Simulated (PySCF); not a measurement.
# PS4: the cost of one run

The runs use PySCF 2.14.0, with density-fitted response routines of our own; the level of theory stands in each step. All values are computed, except where a source is named. Atoms are numbered from 0 throughout.

### 1 The starting structure

5 atoms, charge -3, multiplicity 1; geometry from: GFN2-xTB. The atoms were then displaced at random by about 0.01 Å, so the start is not that level's minimum.

Bonds of the start (Å): S0–P1 2.06, P1–S2 2.06, P1–S3 2.09, P1–S4 2.06.

### 2 Geometry optimisation at PBE0-D3(BJ)/def2-SVP

The job: settings as JSON, then the geometry in Å.

```
{"job": {"xc": "PBE0", "basis": "def2-SVP", "d3": "d3bj", "grid": 1, "shake": 0.01, "kind": "geom"}, "charge": -3, "multiplicity": 1}
S      0.079790    -0.340770     2.029120
P     -0.004120    -0.003530    -0.005540
S     -0.215020     2.008120    -0.387150
S      1.773290    -0.685370    -0.856400
S     -1.600370    -1.012420    -0.817930
```

Command:

```sh
> OMP_NUM_THREADS=1 python probes_run.py task.json out
```

One launch serves the whole session: the jobs run in the order shown.

**Question.** How long does this first job take on 1 thread of Arm Neoverse V1, shared host, and how much memory does it need?

About 9.9 s, with a peak of 0.39 GiB.
